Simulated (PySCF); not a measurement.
Compound: BH5NSi (charge -1).
Structure used (PBE0-D3(BJ)/def2-SVP), in Å, numbered top down from 1:
```xyz
8
BH5NSi angstrom
N     -1.3733   -0.1083   -0.1519
B     -0.1043   -0.4708    0.3803
Si     1.4925    0.7437    0.4265
H     -2.2266   -0.6350   -0.0157
H     -1.5042    0.7572   -0.6601
H     -0.1348   -1.5541    0.9727
H      2.5836   -0.2299   -0.0670
H      1.2779    1.5054   -0.9087
```

Method: PBE0-D3(BJ)/def2-SVP geometry optimisation, gas phase in PySCF 2.14.0.

Masses are those of the commonest isotopes; rigid-rotor values at the optimised geometry. The values belong to one conformer with, in the numbering `[NH2:1][BH:2][SiH2-:3]`, N1–B2–Si3–H -135° and -35°.

Task: Give the principal moments of inertia and the rotational constants in cm⁻¹.

Result: Ia = 14.05, Ib = 111.08, Ic = 121.49 u·Å²; 505379 MHz·u·Å²/I gives 35968, 4550 and 4160 MHz, that is A = 1.19976, B = 0.15177, C = 0.13876 cm⁻¹.

Task: What kind of rotor is it?

Result: A near-prolate asymmetric top. Ray's parameter κ = (2B − A − C)/(A − C) = -0.975; −1 is the prolate and +1 the oblate limit.

Task: What does the inertial defect say?

Result: Not planar: Δ = Ic − Ia − Ib = -3.64 u·Å². For a rigid frame Δ = −2 Σ m c², so Σ m c² = 1.82 u·Å² lies off the ab plane: 1.64 from hydrogen and 0.18 from heavier atoms. The atom farthest from that plane is 1.05 Å away.

Task: List the rotational levels J(Ka,Kc) to J = 4 (K).

Result: Above 0(0,0), as E/k:
J = 1: 1(0,1) 0.418, 1(1,1) 1.926, 1(1,0) 1.945
J = 2: 2(0,2) 1.254, 2(1,2) 2.743, 2(1,1) 2.799, 2(2,1) 7.323, 2(2,0) 7.323
J = 3: 3(0,3) 2.507, 3(1,3) 3.969, 3(1,2) 4.081, 3(2,2) 8.577, 3(2,1) 8.578, 3(3,1) 16.163, 3(3,0) 16.163
J = 4: 4(0,4) 4.177, 4(1,4) 5.603, 4(1,3) 5.790, 4(2,3) 10.249, 4(2,2) 10.251, 4(3,2) 17.835, 4(3,1) 17.835, 4(4,1) 28.455, 4(4,0) 28.455
The levels of one J sum to (2J + 1)J(J + 1)(A + B + C)/3.

Task: Which lines would a microwave search look for?

Result: The dipole components (about the centre of mass, as the species is charged) are |μa| = 5.69 D, |μb| = 0.97 D, |μc| = 0.02 D. Intensities carry the squares of the components, which stand as 1.00 : 0.03 : 0.00 (a : b : c). Some lines, for components of 0.1 D or more:

```json
{"type": "a", "branch": "Q", "J(Ka,Kc)": "3(1,2) ← 3(1,3)", "MHz": "2340", "lower level (cm⁻¹)": "2.759"}
{"type": "a", "branch": "R", "J(Ka,Kc)": "2(1,2) ← 1(1,1)", "MHz": "17029", "lower level (cm⁻¹)": "1.339"}
{"type": "a", "branch": "R", "J(Ka,Kc)": "2(1,1) ← 1(1,0)", "MHz": "17809", "lower level (cm⁻¹)": "1.352"}
{"type": "a", "branch": "R", "J(Ka,Kc)": "3(1,3) ← 2(1,2)", "MHz": "25542", "lower level (cm⁻¹)": "1.907"}
{"type": "a", "branch": "R", "J(Ka,Kc)": "4(1,4) ← 3(1,3)", "MHz": "34052", "lower level (cm⁻¹)": "2.759"}
{"type": "b", "branch": "R", "J(Ka,Kc)": "1(1,1) ← 0(0,0)", "MHz": "40128", "lower level (cm⁻¹)": "0.000"}
{"type": "a", "branch": "R", "J(Ka,Kc)": "5(1,5) ← 4(1,4)", "MHz": "42558", "lower level (cm⁻¹)": "3.894"}
{"type": "a", "branch": "R", "J(Ka,Kc)": "5(2,4) ← 4(2,3)", "MHz": "43540", "lower level (cm⁻¹)": "7.123"}
{"type": "a", "branch": "R", "J(Ka,Kc)": "5(4,2) ← 4(4,1)", "MHz": "43556", "lower level (cm⁻¹)": "19.777"}
{"type": "a", "branch": "R", "J(Ka,Kc)": "5(2,3) ← 4(2,2)", "MHz": "43612", "lower level (cm⁻¹)": "7.125"}
{"type": "b", "branch": "Q", "J(Ka,Kc)": "4(2,3) ← 4(1,4)", "MHz": "96796", "lower level (cm⁻¹)": "3.894"}
{"type": "b", "branch": "R", "J(Ka,Kc)": "2(2,1) ← 1(1,0)", "MHz": "112063", "lower level (cm⁻¹)": "1.352"}
{"type": "b", "branch": "Q", "J(Ka,Kc)": "5(3,2) ← 5(2,3)", "MHz": "157972", "lower level (cm⁻¹)": "8.580"}
{"type": "b", "branch": "Q", "J(Ka,Kc)": "4(3,1) ← 4(2,2)", "MHz": "158023", "lower level (cm⁻¹)": "7.125"}
{"type": "b", "branch": "Q", "J(Ka,Kc)": "5(3,3) ← 5(2,4)", "MHz": "158098", "lower level (cm⁻¹)": "8.575"}
{"type": "b", "branch": "R", "J(Ka,Kc)": "4(3,2) ← 3(2,1)", "MHz": "192895", "lower level (cm⁻¹)": "5.962"}
{"type": "b", "branch": "R", "J(Ka,Kc)": "4(3,1) ← 3(2,2)", "MHz": "192913", "lower level (cm⁻¹)": "5.961"}
{"type": "b", "branch": "Q", "J(Ka,Kc)": "5(4,2) ← 5(3,3)", "MHz": "221280", "lower level (cm⁻¹)": "13.849"}
{"type": "b", "branch": "R", "J(Ka,Kc)": "4(4,1) ← 3(3,0)", "MHz": "256130", "lower level (cm⁻¹)": "11.234"}
{"type": "b", "branch": "R", "J(Ka,Kc)": "4(4,0) ← 3(3,1)", "MHz": "256130", "lower level (cm⁻¹)": "11.234"}
{"type": "b", "branch": "R", "J(Ka,Kc)": "5(5,1) ← 4(4,0)", "MHz": "328066", "lower level (cm⁻¹)": "19.777"}
```

No frequency check. No vibrational averaging or centrifugal distortion is included, and the geometry carries the error of its method. Quadrupole hyperfine structure (11B, 14N) is left out.

Hardware: one thread of an AMD EPYC 9R45, no GPU, shared host with 96 logical CPUs at a one-minute load of 33. Cost: 20 s of wall time, 0.38 GiB resident at most. This is the geometry optimisation.
